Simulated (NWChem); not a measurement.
# BH3F− (SMILES [H][B-]([H])([H])F) at 6 levels

Wanted: a comparison of 6 runs (HF/STO-3G, HF/def2-SVP, PBE/STO-3G, B3LYP/6-31G*, PBE0/def2-SVP, wB97X/pcseg-1) of BH3F−. 

The results are computed with NWChem 7.3.0.

## Step 1: Starting point

BH3F−: 5 atoms, total charge -1, spin state singlet. As SMILES, `[H][B-]([H])([H])F`. The coordinates come from a GFN2-xTB relaxation.

Bond lengths: B1–F2 1.447 Å, B1–H3 1.227 Å, B1–H4 1.228 Å, B1–H5 1.226 Å. Angles: F2–B1–H3 108.4°, F2–B1–H4 108.4°, F2–B1–H5 108.4°, H3–B1–H4 110.5°, H3–B1–H5 110.6°, H4–B1–H5 110.5°.

## Step 2: Energy and gradient at HF/STO-3G (run 1)

Input file run.py:

```python
from ase import Atoms
from ase.calculators.nwchem import NWChem

system = Atoms('BFHHH', positions=[
    [-0.000350, 0.000360, -0.057130],
    [0.012500, -0.020940, 1.389230],
    [1.160070, 0.011720, -0.454270],
    [-0.590550, 1.012650, -0.424140],
    [-0.581670, -1.003790, -0.453700],
])

calc = NWChem(
    label='bfh3',
    theory='scf',
    memory='2200 mb',
    basis='STO-3G',
    basispar='spherical bse',
    charge=-1,
    scf={'nopen': '0', 'rhf': None, 'thresh': '1e-08', 'maxiter': '80', 'print': 'low'},
)
system.calc = calc

forces = system.get_forces()
e = system.get_potential_energy()
print(f"E = {e:.6f} eV")
print("forces (eV/A):")
for s, f in zip(system.symbols, forces):
    print(f"{s:2s} {f[0]:10.5f} {f[1]:10.5f} {f[2]:10.5f}")
```

Run with:

```
$ export ASE_NWCHEM_COMMAND="nwchem PREFIX.nwi > PREFIX.nwo"
$ python run.py
```

The log of the run:

```text
E = -3375.460249 eV
forces (eV/A):
B    -0.00350    0.02340    1.05605
F    -0.00931    0.01517   -1.06480
H    -1.11884   -0.00838    0.01028
H     0.57809   -0.99317   -0.00812
H     0.55356    0.96298    0.00663
```

The calculator wrote bfh3.nwi:

```
title "bfh3"

permanent_dir bfh3

scratch_dir bfh3

start bfh3

geometry units angstrom nocenter noautosym noautoz
  B  -3.5000000000000000e-04 3.6000000000000002e-04 -5.7130000000000000e-02
  F  1.2500000000000001e-02 -2.0940000000000000e-02 1.3892300000000000e+00
  H  1.1600699999999999e+00 1.1720000000000000e-02 -4.5427000000000001e-01
  H  -5.9055000000000002e-01 1.0126500000000001e+00 -4.2414000000000002e-01
  H  -5.8167000000000002e-01 -1.0037900000000000e+00 -4.5369999999999999e-01
end

charge -1

memory 2200 mb

basis spherical bse noprint
   * library STO-3G
end

scf
  nopen 0
  rhf
  thresh 1e-08
  maxiter 80
  print low
end

task scf gradient
```

bfh3.nwo:

```text
Northwest Computational Chemistry Package (NWChem) 7.3.0
             --------------------------------------------------------

           Job information
           ---------------

    nwchem branch   = 7.3.0
    use scalapack   = T
    input           = bfh3.nwi
    prefix          = bfh3.
    data base       = bfh3/bfh3.db
    status          = startup
    nproc           =        1

           Memory information
           ------------------

    heap     =     72089596 doubles =      550.0 Mbytes
    stack    =     72089601 doubles =      550.0 Mbytes
    global   =    144179200 doubles =     1100.0 Mbytes (distinct from heap & stack)
    total    =    288358397 doubles =     2200.0 Mbytes
    verify   = yes
    hardfail = no

[... 37 lines left out ...]
            Nuclear Dipole moment (a.u.)
[... 64 lines left out ...]
       Final RHF  results
[... 2 lines left out ...]
         Total SCF energy =   -124.045877188940
      One-electron energy =   -239.796161120098
      Two-electron energy =     85.453295102050
 Nuclear repulsion energy =     30.296988829108

        Time for solution =      0.1s

                              NWChem Gradients Module
                              -----------------------

                         RHF ENERGY GRADIENTS

    atom               coordinates                        gradient
                 x          y          z           x          y          z
   1 B      -0.000661   0.000680  -0.107960    0.000068  -0.000455  -0.020537
   2 F       0.023622  -0.039571   2.625264    0.000181  -0.000295   0.020707
   3 H       2.192214   0.022148  -0.858446    0.021758   0.000163  -0.000200
   4 H      -1.115978   1.913631  -0.801508   -0.011242   0.019314   0.000158
   5 H      -1.099197  -1.896888  -0.857369   -0.010765  -0.018727  -0.000129

 Task  times  cpu:        0.2s     wall:        0.2s
 Total times  cpu:        0.2s     wall:        0.2s
```

Run time: 1.1 s. Hardware: 1 thread of Intel Xeon Platinum 8252C at 3.80GHz (Skylake/Cascade Lake), shared host; peak memory 0.099 GiB.

## Step 3: Energy and gradient at HF/def2-SVP (run 2)

Input file run.py:

```python
from ase import Atoms
from ase.calculators.nwchem import NWChem

atoms = Atoms(['B', 'F', 'H', 'H', 'H'], positions=[
    [-0.000350, 0.000360, -0.057130],
    [0.012500, -0.020940, 1.389230],
    [1.160070, 0.011720, -0.454270],
    [-0.590550, 1.012650, -0.424140],
    [-0.581670, -1.003790, -0.453700],
])

calc = NWChem(
    label='test',
    theory='scf',
    memory='2200 mb',
    basis='def2-SVP',
    basispar='spherical bse',
    charge=-1,
    scf={'nopen': '0', 'rhf': None, 'thresh': '1e-08', 'maxiter': '80', 'print': 'low'},
)
atoms.calc = calc

forces = atoms.get_forces()
print(f"energy = {atoms.get_potential_energy():.6f} eV")
print("forces (eV/A):")
for s, f in zip(atoms.symbols, forces):
    print(f"{s:2s} {f[0]:10.5f} {f[1]:10.5f} {f[2]:10.5f}")
```

Run with:

```
$ export ASE_NWCHEM_COMMAND="nwchem PREFIX.nwi > PREFIX.nwo"
$ python run.py
```

The log of the run:

```text
energy = -3423.012646 eV
forces (eV/A):
B    -0.00005    0.01316    1.08151
F     0.00180   -0.00319    0.18131
H     0.52589    0.00725   -0.42757
H    -0.25855    0.44249   -0.40546
H    -0.26909   -0.45971   -0.42979
```

The calculator wrote test.nwi:

```
title "test"

permanent_dir test

scratch_dir test

start test

geometry units angstrom nocenter noautosym noautoz
  B  -3.5000000000000000e-04 3.6000000000000002e-04 -5.7130000000000000e-02
  F  1.2500000000000001e-02 -2.0940000000000000e-02 1.3892300000000000e+00
  H  1.1600699999999999e+00 1.1720000000000000e-02 -4.5427000000000001e-01
  H  -5.9055000000000002e-01 1.0126500000000001e+00 -4.2414000000000002e-01
  H  -5.8167000000000002e-01 -1.0037900000000000e+00 -4.5369999999999999e-01
end

charge -1

memory 2200 mb

basis spherical bse noprint
   * library def2-SVP
end

scf
  nopen 0
  rhf
  thresh 1e-08
  maxiter 80
  print low
end

task scf gradient
```

test.nwo:

```text
Northwest Computational Chemistry Package (NWChem) 7.3.0
             --------------------------------------------------------

           Job information
           ---------------

    nwchem branch   = 7.3.0
    use scalapack   = T
    input           = test.nwi
    prefix          = test.
    data base       = test/test.db
    status          = startup
    nproc           =        1

           Memory information
           ------------------

    heap     =     72089594 doubles =      550.0 Mbytes
    stack    =     72089599 doubles =      550.0 Mbytes
    global   =    144179200 doubles =     1100.0 Mbytes (distinct from heap & stack)
    total    =    288358393 doubles =     2200.0 Mbytes
    verify   = yes
    hardfail = no

[... 37 lines left out ...]
            Nuclear Dipole moment (a.u.)
[... 64 lines left out ...]
       Final RHF  results
[... 2 lines left out ...]
         Total SCF energy =   -125.793395559890
      One-electron energy =   -239.255090520758
      Two-electron energy =     83.164706131761
 Nuclear repulsion energy =     30.296988829108

        Time for solution =      0.9s

                              NWChem Gradients Module
                              -----------------------

                         RHF ENERGY GRADIENTS

    atom               coordinates                        gradient
                 x          y          z           x          y          z
   1 B      -0.000661   0.000680  -0.107960    0.000001  -0.000256  -0.021032
   2 F       0.023622  -0.039571   2.625264   -0.000035   0.000062  -0.003526
   3 H       2.192214   0.022148  -0.858446   -0.010227  -0.000141   0.008315
   4 H      -1.115978   1.913631  -0.801508    0.005028  -0.008605   0.007885
   5 H      -1.099197  -1.896888  -0.857369    0.005233   0.008940   0.008358

 Task  times  cpu:        1.2s     wall:        1.2s
 Total times  cpu:        1.2s     wall:        1.2s
```

It took 2.2 s on 1 thread of Intel Xeon Platinum 8252C at 3.80GHz (Skylake/Cascade Lake), shared host; peak memory 0.1 GiB.

Runs 3 to 5 aren't shown in full; the table further down has their settings and results.

## Step 4: Energy and gradient at wB97X/pcseg-1 (run 6)

Input file bfh3.nw:

```
start bfh3
title "BFH3"
memory total 2200 mb
charge -1

geometry units atomic noautosym nocenter noautoz
  B  -0.00066140  0.00068030 -0.10796005
  F   0.02362158 -0.03957087  2.62526422
  H   2.19221459  0.02214759 -0.85844589
  H  -1.11597776  1.91363116 -0.80150844
  H  -1.09919699 -1.89688819 -0.85736874
end

basis spherical bse
  * library pcseg-1
end

dft
  xc wb97x
  grid xfine
  convergence energy 1e-08
  maxiter 100
  mulliken
  print medium
end

task dft gradient
```

Run with:

```
$ nwchem bfh3.nw > bfh3.out
```

The log of the run:

```text
[...]
          Wavefunction type:  closed shell.
          No. of atoms     :     5
          No. of electrons :    18
[...]
          Charge           :    -1
          Spin multiplicity:     1
[...]
          AO basis - number of functions:    43
[...]
              XC Information
              --------------
                       wb97x  Method XC Functional
                     Hartree-Fock (Exact) Exchange  1.000
                         wb97x Exchange Functional  1.000
                      wb97x Correlation Functional  1.000
[...]
 d= 0,ls=0.0,diis     1   -126.3738544625 -1.57D+02  2.58D-02  1.30D+00     1.7
[...]
 d= 0,ls=0.0,diis     8   -126.4953018974 -4.79D-10  1.27D-06  1.66D-10    12.8
         Total DFT energy =     -126.495301897391
      One electron energy =     -239.257578284372
           Coulomb energy =       98.323736737784
    Exchange-Corr. energy =      -15.858447040630
 Nuclear repulsion energy =       30.296986689827
[...]
      Total Density - Mulliken Population Analysis
     ---------------------------------------------
    Atom       Charge   Shell Charges
 -----------   ------   -------------------------------------------------------
    1 B    5     4.65   1.99  0.59  0.16  1.56  0.28  0.06
    2 F    9     9.48   2.00  0.93  0.98  3.45  2.11  0.01
    3 H    1     1.29   0.78  0.50  0.01
    4 H    1     1.29   0.78  0.50  0.01
    5 H    1     1.29   0.78  0.50  0.01
[...]
  wavefunction    = closed shell
[...]
                         DFT ENERGY GRADIENTS
    atom               coordinates                        gradient
                 x          y          z           x          y          z
   1 B      -0.000661   0.000680  -0.107960    0.000109  -0.000428  -0.008384
   2 F       0.023622  -0.039571   2.625264   -0.000137   0.000232  -0.015087
   3 H       2.192215   0.022148  -0.858446   -0.008960  -0.000134   0.007940
   4 H      -1.115978   1.913631  -0.801508    0.004387  -0.007509   0.007547
   5 H      -1.099197  -1.896888  -0.857369    0.004601   0.007839   0.007983
[...]
```

Wall time 17 s (1 thread of Intel Xeon Platinum 8252C at 3.80GHz (Skylake/Cascade Lake), shared host); peak memory 0.12 GiB.

## Step 5: The series

```tsv
run	level	iteration cap	module	energy (Eh)	largest force (eV/Å)	wall time
1	HF/STO-3G	80	scf	-124.045877	1.149	1.1 s
2	HF/def2-SVP	80	scf	-125.793396	1.082	2.2 s
3	PBE/STO-3G	100	dft	-124.491235	1.238	3 s
4	B3LYP/6-31G* (Cartesian functions)	100	dft	-126.538614	0.827	6 s
5	PBE0/def2-SVP	100	dft	-126.307053	1.228	7.2 s
6	wB97X/pcseg-1	100	dft	-126.495302	0.776	17 s
```

## Step 6: Summary of results

```
                                                    quantity          value
                                         run 6: total energy  -126.49530 Eh
                                          run 6: HOMO energy       -3.77 eV
                                          run 6: LUMO energy       10.11 eV
run 6: HOMO–LUMO gap (to an unbound level, set by the basis)       13.89 eV
                             run 6: largest force on an atom     0.776 eV/Å
```

In words: Totals of different functionals can't be ranked against each other. In runs 1, 3 the basis is minimal, so the values are rough. All runs together took 36 s, the longest 17 s.
